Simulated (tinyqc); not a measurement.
Inside a calculation (part 1 of 2). Method: UHF in the sto-6g basis, for H2O+, spin multiplicity 2. Computed by tinyqc, a small Python program that keeps every step (integrals from PySCF). Settings: charge = 1, multiplicity = 2, basis = sto-6g, energy threshold = 1e-08, iteration cap = 61, orthogonalisation = symmetric, start = atomic densities, DIIS depth = 0, method = UHF. Command: `OMP_NUM_THREADS=1 python tinyqc.py 28040 28041 out.jsonl` (the two numbers bound the seeds that draw the settings). One thread of a shared host (Intel(R) Xeon(R) Processor @ 2.60GHz), about 0.2 s of CPU time with the checks. Later iterations appear only in the table of the cycle.

## One-electron integrals

Geometry (angstrom):

| atom | x | y | z |
|---|---|---|---|
| O | 0.000000 | 0.000000 | 0.000000 |
| H | 0.000000 | 0.812000 | 0.764000 |
| H | 0.000000 | -0.837000 | 0.788000 |

Basis sto-6g: exponents (1/bohr^2) and contraction coefficients of normalised primitives:

| element | l (shell) | exponent | coefficient |
|---|---|---|---|
| O | s (1) | 1355.584234 | 0.009164 |
| O | s (1) | 248.544885 | 0.049361 |
| O | s (1) | 69.533902 | 0.168538 |
| O | s (1) | 23.886772 | 0.370563 |
| O | s (1) | 9.275933 | 0.416492 |
| O | s (1) | 3.820341 | 0.130334 |
| O | s (2) | 52.187762 | -0.013253 |
| O | s (2) | 10.329320 | -0.046992 |
| O | s (2) | 3.210345 | -0.033785 |
| O | s (2) | 1.235135 | 0.250242 |
| O | s (2) | 0.536420 | 0.595117 |
| O | s (2) | 0.245881 | 0.240706 |
| O | p (3) | 52.187762 | 0.003760 |
| O | p (3) | 10.329320 | 0.037679 |
| O | p (3) | 3.210345 | 0.173897 |
| O | p (3) | 1.235135 | 0.418036 |
| O | p (3) | 0.536420 | 0.425860 |
| O | p (3) | 0.245881 | 0.101708 |
| H | s (1) | 35.523221 | 0.009164 |
| H | s (1) | 6.513144 | 0.049361 |
| H | s (1) | 1.822143 | 0.168538 |
| H | s (1) | 0.625955 | 0.370563 |
| H | s (1) | 0.243077 | 0.416492 |
| H | s (1) | 0.100112 | 0.130334 |

Overlap, kinetic and nuclear-attraction integrals over the contracted functions; the nuclear repulsion is the sum of Za Zb / Rab.

nuclear repulsion = 7.80055087 hartree

overlap S, lower triangle:
```
           1O 1s     1O 2s    1O 2px     1O 2py    1O 2pz     2H 1s     3H 1s
1O 1s   1.000000
1O 2s   0.231145  1.000000
1O 2px  0.000000  0.000000  1.000000
1O 2py  0.000000  0.000000  0.000000   1.000000
1O 2pz  0.000000  0.000000  0.000000   0.000000  1.000000
2H 1s   0.038555  0.379767  0.000000   0.243541  0.229145  1.000000
3H 1s   0.035587  0.360260  0.000000  -0.233824  0.220135  0.206445  1.000000
```

kinetic energy T (hartree), lower triangle:
```
            1O 1s     1O 2s    1O 2px     1O 2py    1O 2pz      2H 1s     3H 1s
1O 1s   29.327197
1O 2s   -0.896024  0.842618
1O 2px   0.000000  0.000000  2.531309
1O 2py   0.000000  0.000000  0.000000   2.531309
1O 2pz   0.000000  0.000000  0.000000   0.000000  2.531309
2H 1s   -0.006009  0.064623  0.000000   0.128887  0.121268   0.768522
3H 1s   -0.006308  0.053959  0.000000  -0.115094  0.108356  -0.001783  0.768522
```

nuclear attraction V (hartree), lower triangle:
```
             1O 1s      1O 2s     1O 2px     1O 2py     1O 2pz      2H 1s      3H 1s
1O 1s   -62.193275
1O 2s    -6.367392  -9.931050
1O 2px    0.000000   0.000000  -9.874636
1O 2py   -0.000526  -0.005585   0.000000  -9.963739
1O 2pz   -0.016101  -0.187038   0.000000  -0.003287  -9.953562
2H 1s    -1.213917  -2.900330   0.000000  -1.642874  -1.600584  -5.283029
3H 1s    -1.119653  -2.723817   0.000000   1.555675  -1.518538  -1.165526  -5.180144
```

core Hamiltonian H = T + V (hartree), lower triangle:
```
             1O 1s      1O 2s     1O 2px     1O 2py     1O 2pz      2H 1s      3H 1s
1O 1s   -32.866078
1O 2s    -7.263417  -9.088431
1O 2px    0.000000   0.000000  -7.343328
1O 2py   -0.000526  -0.005585   0.000000  -7.432430
1O 2pz   -0.016101  -0.187038   0.000000  -0.003287  -7.422253
2H 1s    -1.219926  -2.835707   0.000000  -1.513987  -1.479316  -4.514507
3H 1s    -1.125960  -2.669858   0.000000   1.440581  -1.410182  -1.167309  -4.411622
```

## Two-electron integrals

Functions are numbered as in S; the eight-fold symmetry (ij|kl) = (ji|kl) = (kl|ij) leaves the list below.

Two-electron integrals (ij|kl) in chemists' order, unique and non-zero (hartree):
```
(11|11) 4.787491    (21|11) 0.675884    (21|21) 0.121505    (22|11) 1.117379
(22|21) 0.249212    (22|22) 0.817383    (31|31) 0.025762    (32|31) 0.039145
(32|32) 0.180664    (33|11) 1.117381    (33|21) 0.249212    (33|22) 0.817382
(33|33) 0.880663    (41|41) 0.025762    (42|41) 0.039145    (42|42) 0.180664
(43|43) 0.047461    (44|11) 1.117381    (44|21) 0.249212    (44|22) 0.817382
(44|33) 0.785741    (44|44) 0.880663    (51|51) 0.025762    (52|51) 0.039145
(52|52) 0.180664    (53|53) 0.047461    (54|54) 0.047461    (55|11) 1.117381
(55|21) 0.249212    (55|22) 0.817382    (55|33) 0.785741    (55|44) 0.785741
(55|55) 0.880663    (61|11) 0.120022    (61|21) 0.020691    (61|22) 0.041542
(61|33) 0.041454    (61|41) 0.000739    (61|42) 0.001448    (61|44) 0.041594
(61|51) 0.000695    (61|52) 0.001362    (61|54) 0.000132    (61|55) 0.041578
(61|61) 0.003591    (62|11) 0.305501    (62|21) 0.069158    (62|22) 0.252886
(62|33) 0.248597    (62|41) 0.004047    (62|42) 0.030477    (62|44) 0.255422
(62|51) 0.003808    (62|52) 0.028675    (62|54) 0.006422    (62|55) 0.254639
(62|61) 0.011854    (62|62) 0.099406    (63|31) 0.007500    (63|32) 0.042825
(63|43) 0.006218    (63|53) 0.005850    (63|63) 0.013675    (64|11) 0.165471
(64|21) 0.037974    (64|22) 0.148062    (64|33) 0.141502    (64|41) 0.009418
(64|42) 0.059455    (64|44) 0.157781    (64|51) 0.001804    (64|52) 0.015648
(64|54) 0.009467    (64|55) 0.144905    (64|61) 0.006790    (64|62) 0.070740
(64|64) 0.063410    (65|11) 0.155689    (65|21) 0.035729    (65|22) 0.139310
(65|33) 0.133137    (65|41) 0.001804    (65|42) 0.015648    (65|44) 0.136754
(65|51) 0.009198    (65|52) 0.057547    (65|54) 0.009621    (65|55) 0.148039
(65|61) 0.006389    (65|62) 0.066558    (65|64) 0.046795    (65|65) 0.057704
(66|11) 0.465052    (66|21) 0.107232    (66|22) 0.449808    (66|33) 0.432368
(66|41) 0.007747    (66|42) 0.080897    (66|44) 0.460120    (66|51) 0.007289
(66|52) 0.076115    (66|54) 0.026111    (66|55) 0.456936    (66|61) 0.018541
(66|62) 0.229528    (66|64) 0.186177    (66|65) 0.175171    (66|66) 0.774999
(71|11) 0.110720    (71|21) 0.019090    (71|22) 0.038340    (71|33) 0.038259
(71|41) -0.000682   (71|42) -0.001338   (71|44) 0.038388    (71|51) 0.000642
(71|52) 0.001259    (71|54) -0.000122   (71|55) 0.038374    (71|61) 0.003271
(71|62) 0.010621    (71|64) 0.005562    (71|65) 0.005728    (71|66) 0.016458
(71|71) 0.003057    (72|11) 0.286771    (72|21) 0.064941    (72|22) 0.238075
(72|33) 0.234012    (72|41) -0.003802   (72|42) -0.028842   (72|44) 0.240474
(72|51) 0.003580    (72|52) 0.027154    (72|54) -0.006084   (72|55) 0.239739
(72|61) 0.010805    (72|62) 0.076644    (72|64) 0.037618    (72|65) 0.050106
(72|66) 0.145585    (72|71) 0.010274    (72|72) 0.088822    (73|31) 0.006979
(73|32) 0.040058    (73|43) -0.005860   (73|53) 0.005517    (73|63) 0.010174
(73|73) 0.012093    (74|11) -0.156950   (74|21) -0.036025   (74|22) -0.140802
(74|33) -0.134605   (74|41) 0.008789    (74|42) 0.055879    (74|44) -0.149967
(74|51) -0.001704   (74|52) -0.014894   (74|54) 0.008946    (74|55) -0.137833
(74|61) -0.005722   (74|62) -0.038164   (74|64) -0.009046   (74|65) -0.024410
(74|66) -0.065275   (74|71) -0.005941   (74|72) -0.063838   (74|74) 0.057402
(75|11) 0.147761    (75|21) 0.033916    (75|22) 0.132559    (75|33) 0.126725
(75|41) -0.001704   (75|42) -0.014894   (75|44) 0.130154    (75|51) 0.008583
(75|52) 0.054081    (75|54) -0.009088   (75|55) 0.140798    (75|61) 0.005886
(75|62) 0.050471    (75|64) 0.024279    (75|65) 0.042613    (75|66) 0.104784
(75|71) 0.005593    (75|72) 0.060100    (75|74) -0.042656   (75|75) 0.052252
(76|11) 0.113734    (76|21) 0.026067    (76|22) 0.104732    (76|33) 0.102041
(76|41) -0.000014   (76|42) -0.000165   (76|44) 0.103690    (76|51) 0.002157
(76|52) 0.019914    (76|54) -0.000046   (76|55) 0.108465    (76|61) 0.004433
(76|62) 0.042366    (76|64) 0.025998    (76|65) 0.031916    (76|66) 0.105867
(76|71) 0.004093    (76|72) 0.040303    (76|74) -0.025144   (76|75) 0.030628
(76|76) 0.023357    (77|11) 0.452245    (77|21) 0.104311    (77|22) 0.439023
(77|33) 0.422256    (77|41) -0.007390   (77|42) -0.078110   (77|44) 0.448921
(77|51) 0.006957    (77|52) 0.073537    (77|54) -0.025105   (77|55) 0.445891
(77|61) 0.017346    (77|62) 0.150927    (77|64) 0.066867    (77|65) 0.107698
(77|66) 0.317044    (77|71) 0.016638    (77|72) 0.214615    (77|74) -0.175696
(77|75) 0.165411    (77|76) 0.105867    (77|77) 0.774999
```

## Orthogonalisation

S = U s U^T; symmetric (Loewdin) form X = U s^(-1/2) U^T, so that X^T S X = 1.

eigenvalues of S: 0.453388  0.545189  0.880601  1.000000  1.108667  1.249570  1.762587

X, lower triangle:
```
            1O 1s      1O 2s    1O 2px     1O 2py     1O 2pz      2H 1s     3H 1s
1O 1s    1.022221
1O 2s   -0.131398   1.141147
1O 2px   0.000000   0.000000  1.000000
1O 2py  -0.000366   0.004857  0.000000   1.057869
1O 2pz  -0.006981   0.071482  0.000000   0.002557   1.042483
2H 1s    0.016854  -0.214893  0.000000  -0.160153  -0.127288   1.126104
3H 1s    0.016010  -0.197700  0.000000   0.152104  -0.118829  -0.073558  1.112819
```

## Starting guess

The start is atomic minimal-basis densities projected into this basis (PySCF's MINAO start) and scaled to the electron count of each spin; this density is not idempotent, so its energy is not variational and may lie below the converged one.

D(alpha) at the start, lower triangle:
```
            1O 1s      1O 2s    1O 2px     1O 2py    1O 2pz     2H 1s     3H 1s
1O 1s    1.069191
1O 2s   -0.241514   1.048900
1O 2px   0.000000   0.000000  0.653782
1O 2py   0.000202  -0.001366  0.000000   0.600671
1O 2pz   0.006961  -0.039200  0.000000  -0.001032  0.615087
2H 1s   -0.006360   0.023576  0.000000   0.055947  0.035945  0.495184
3H 1s   -0.006230   0.023752  0.000000  -0.056418  0.036319  0.033183  0.494950
```

D(beta) at the start, lower triangle:
```
            1O 1s      1O 2s    1O 2px     1O 2py    1O 2pz     2H 1s     3H 1s
1O 1s    0.855352
1O 2s   -0.193211   0.839120
1O 2px   0.000000   0.000000  0.523026
1O 2py   0.000161  -0.001093  0.000000   0.480537
1O 2pz   0.005568  -0.031360  0.000000  -0.000826  0.492069
2H 1s   -0.005088   0.018861  0.000000   0.044758  0.028756  0.396147
3H 1s   -0.004984   0.019001  0.000000  -0.045134  0.029055  0.026546  0.395960
```

## Iteration 1: building the Fock matrix

J_ij = sum D_kl (ij|kl) with D = D(alpha) + D(beta), K_ij = sum D_kl (ik|jl) for each spin; F = H + J - K(s); E = tr D H + tr D J / 2 - 0.5 sum_s tr D(s) K(s) + E_nn.

Coulomb J (hartree), lower triangle:
```
            1O 1s     1O 2s    1O 2px     1O 2py    1O 2pz     2H 1s     3H 1s
1O 1s   15.476798
1O 2s    2.730454  7.165988
1O 2px   0.000000  0.000000  7.135563
1O 2py   0.000285  0.002458  0.000000   7.183619
1O 2pz   0.011695  0.136614  0.000000   0.000897  7.178780
2H 1s    0.469448  2.247594  0.000000   1.321449  1.285000  4.256321
3H 1s    0.433150  2.116456  0.000000  -1.256331  1.223072  0.960280  4.175584
```

exchange K(alpha) (hartree), lower triangle:
```
           1O 1s     1O 2s    1O 2px     1O 2py    1O 2pz     2H 1s     3H 1s
1O 1s   4.970619
1O 2s   0.771730  1.335162
1O 2px  0.000000  0.000000  0.850949
1O 2py  0.000416  0.003199  0.000000   0.887691
1O 2pz  0.006503  0.060506  0.000000   0.001775  0.884652
2H 1s   0.150963  0.523306  0.000000   0.241499  0.256100  0.627194
3H 1s   0.139664  0.495104  0.000000  -0.228976  0.245510  0.232492  0.606864
```

exchange K(beta) (hartree), lower triangle:
```
           1O 1s     1O 2s    1O 2px     1O 2py    1O 2pz     2H 1s     3H 1s
1O 1s   3.976495
1O 2s   0.617384  1.068130
1O 2px  0.000000  0.000000  0.680759
1O 2py  0.000333  0.002559  0.000000   0.710153
1O 2pz  0.005202  0.048405  0.000000   0.001420  0.707722
2H 1s   0.120770  0.418645  0.000000   0.193199  0.204880  0.501755
3H 1s   0.111731  0.396083  0.000000  -0.183181  0.196408  0.185994  0.485491
```

F(alpha) (hartree), lower triangle:
```
             1O 1s      1O 2s     1O 2px     1O 2py     1O 2pz      2H 1s      3H 1s
1O 1s   -22.359898
1O 2s    -5.304693  -3.257606
1O 2px    0.000000   0.000000  -1.058713
1O 2py   -0.000657  -0.006326   0.000000  -1.136503
1O 2pz   -0.010909  -0.110930   0.000000  -0.004166  -1.128125
2H 1s    -0.901441  -1.111419   0.000000  -0.434037  -0.450416  -0.885380
3H 1s    -0.832475  -1.048507   0.000000   0.413226  -0.432620  -0.439521  -0.842902
```

F(beta) (hartree), lower triangle:
```
             1O 1s      1O 2s     1O 2px     1O 2py     1O 2pz      2H 1s      3H 1s
1O 1s   -21.365775
1O 2s    -5.150347  -2.990573
1O 2px    0.000000   0.000000  -0.888523
1O 2py   -0.000574  -0.005687   0.000000  -0.958964
1O 2pz   -0.009608  -0.098829   0.000000  -0.003811  -0.951195
2H 1s    -0.871249  -1.006758   0.000000  -0.385737  -0.399196  -0.759941
3H 1s    -0.804542  -0.949486   0.000000   0.367431  -0.383518  -0.393023  -0.721529
```

total energy of this density = -70.87635826 hartree

This density is the starting one; it is not idempotent, so its energy is not variational and may lie below the converged one.

## Iteration 1: diagonalisation and new density

Diagonalise F' = X^T F X, C = X C', fill 5 alpha and 4 beta electrons from the bottom; D(s) = C_occ C_occ^T. Each column has its largest component positive (the first on a tie).

F' = X^T F X (alpha) (hartree), lower triangle:
```
            1          2          3          4          5          6          7
1  -22.045446
2   -2.508673  -2.222066
3    0.000000   0.000000  -1.058713
4   -0.000473   0.002170   0.000000  -1.012551
5   -0.019992   0.027213   0.000000   0.000867  -1.032598
6   -0.133212  -0.446851   0.000000  -0.295095  -0.253452  -0.466992
7   -0.115908  -0.415744   0.000000   0.282165  -0.239881  -0.122866  -0.465369
```

orbital energies (alpha) (hartree): MO1 -22.360902, MO2 -2.139047, MO3 -1.206121, MO4 -1.164365, MO5 -1.058713, MO6 -0.226617, MO7 -0.147970

coefficients C (alpha):
```
              MO1        MO2        MO3        MO4       MO5        MO6        MO7
1O 1s    0.998244  -0.234258   0.008042   0.053052  0.000000   0.090918   0.016644
1O 2s    0.007768   0.961623  -0.043334  -0.282320  0.000000  -0.623557  -0.121227
1O 2px   0.000000   0.000000   0.000000   0.000000  1.000000   0.000000   0.000000
1O 2py   0.000056   0.005810   0.856717  -0.093164  0.000000   0.092626  -0.645481
1O 2pz   0.000927   0.097626   0.089357   0.879014  0.000000  -0.567297  -0.101240
2H 1s   -0.000895   0.072770   0.238009   0.154246  0.000000   0.619625   0.944544
3H 1s   -0.000834   0.066865  -0.199288   0.196603  0.000000   0.868240  -0.695482
```

F' = X^T F X (beta) (hartree), lower triangle:
```
            1          2          3          4          5          6          7
1  -21.042348
2   -2.503677  -1.981930
3    0.000000   0.000000  -0.888523
4   -0.000619   0.002283   0.000000  -0.841217
5   -0.022414   0.030242   0.000000   0.000936  -0.861364
6   -0.122754  -0.411387   0.000000  -0.276598  -0.235225  -0.374050
7   -0.106338  -0.382539   0.000000   0.264590  -0.222564  -0.113417  -0.373441
```

orbital energies (beta) (hartree): MO1 -21.368357, MO2 -1.874501, MO3 -1.031505, MO4 -0.990104, MO5 -0.888523, MO6 -0.141721, MO7 -0.068163

coefficients C (beta):
```
              MO1        MO2        MO3        MO4       MO5        MO6        MO7
1O 1s    0.997078  -0.237296   0.008031   0.056083  0.000000   0.093737   0.017913
1O 2s    0.013023   0.955243  -0.042698  -0.294218  0.000000  -0.626696  -0.126837
1O 2px   0.000000   0.000000   0.000000   0.000000  1.000000   0.000000   0.000000
1O 2py   0.000087   0.005691   0.845061  -0.085845  0.000000   0.100732  -0.660474
1O 2pz   0.001425   0.094846   0.082318   0.871027  0.000000  -0.579832  -0.107662
2H 1s   -0.002143   0.080083   0.253106   0.164886  0.000000   0.609699   0.944687
3H 1s   -0.001989   0.073676  -0.215283   0.207437  0.000000   0.869722  -0.684945
```

D(alpha) after iteration 1, lower triangle:
```
            1O 1s      1O 2s    1O 2px     1O 2py    1O 2pz      2H 1s     3H 1s
1O 1s    1.054247
1O 2s   -0.232840   1.006362
1O 2px   0.000000   0.000000  1.000000
1O 2py   0.000642  -0.005236  0.000000   0.742677
1O 2pz   0.025408  -0.158149  0.000000  -0.004771  0.790182
2H 1s   -0.007843   0.016110  0.000000   0.189959  0.163956   0.085736
3H 1s   -0.007668   0.017423  0.000000  -0.188661  0.161536  -0.012241  0.082840
```

D(beta) after iteration 1, lower triangle:
```
            1O 1s      1O 2s    1O 2px     1O 2py    1O 2pz      2H 1s     3H 1s
1O 1s    1.053683
1O 2s   -0.230534   1.001046
1O 2px   0.000000   0.000000  0.000000
1O 2py   0.000708  -0.005387  0.000000   0.721530
1O 2pz   0.028425  -0.169167  0.000000  -0.004669  0.774462
2H 1s   -0.009860   0.017151  0.000000   0.200191  0.172048   0.097668
3H 1s   -0.009561   0.018513  0.000000  -0.199316  0.169946  -0.014382  0.094809
```

## Iteration 2: building the Fock matrix

As before.

Coulomb J (hartree), lower triangle:
```
            1O 1s     1O 2s    1O 2px     1O 2py    1O 2pz     2H 1s     3H 1s
1O 1s   16.856053
1O 2s    2.965189  7.650672
1O 2px   0.000000  0.000000  7.593569
1O 2py  -0.000048  0.000861  0.000000   7.677608
1O 2pz  -0.005329  0.013970  0.000000   0.000310  7.680839
2H 1s    0.509284  2.330405  0.000000   1.354274  1.282182  4.154096
3H 1s    0.469931  2.192603  0.000000  -1.286560  1.219309  0.960546  4.054890
```

exchange K(alpha) (hartree), lower triangle:
```
            1O 1s      1O 2s    1O 2px     1O 2py    1O 2pz     2H 1s     3H 1s
1O 1s    4.919188
1O 2s    0.777960   1.361227
1O 2px   0.000000   0.000000  1.156909
1O 2py   0.000017  -0.000228  0.000000   1.066274
1O 2pz  -0.000222  -0.029371  0.000000  -0.000377  1.082148
2H 1s    0.144421   0.444253  0.000000   0.261077  0.246610  0.385738
3H 1s    0.133564   0.419250  0.000000  -0.251046  0.237250  0.146247  0.358474
```

exchange K(beta) (hartree), lower triangle:
```
           1O 1s      1O 2s    1O 2px     1O 2py    1O 2pz     2H 1s     3H 1s
1O 1s   4.891545
1O 2s   0.737926   1.175239
1O 2px  0.000000   0.000000  0.274525
1O 2py  0.000043  -0.000220  0.000000   1.007034
1O 2pz  0.000495  -0.032554  0.000000  -0.000216  1.025500
2H 1s   0.136425   0.402580  0.000000   0.257790  0.243087  0.384080
3H 1s   0.126117   0.380440  0.000000  -0.248316  0.234216  0.137707  0.358720
```

F(alpha) (hartree), lower triangle:
```
             1O 1s      1O 2s     1O 2px     1O 2py     1O 2pz      2H 1s      3H 1s
1O 1s   -20.929213
1O 2s    -5.076188  -2.798986
1O 2px    0.000000   0.000000  -0.906667
1O 2py   -0.000592  -0.004497   0.000000  -0.821097
1O 2pz   -0.021208  -0.143698   0.000000  -0.002600  -0.823563
2H 1s    -0.855064  -0.949555   0.000000  -0.420791  -0.443744  -0.746149
3H 1s    -0.789594  -0.896506   0.000000   0.405067  -0.428122  -0.353010  -0.715206
```

F(beta) (hartree), lower triangle:
```
             1O 1s      1O 2s     1O 2px     1O 2py     1O 2pz      2H 1s      3H 1s
1O 1s   -20.901569
1O 2s    -5.036154  -2.612998
1O 2px    0.000000   0.000000  -0.024284
1O 2py   -0.000617  -0.004504   0.000000  -0.761857
1O 2pz   -0.021925  -0.140514   0.000000  -0.002761  -0.766915
2H 1s    -0.847067  -0.907882   0.000000  -0.417504  -0.440222  -0.744491
3H 1s    -0.782147  -0.857696   0.000000   0.402336  -0.425089  -0.344470  -0.715451
```

total energy of this density = -75.28666884 hartree
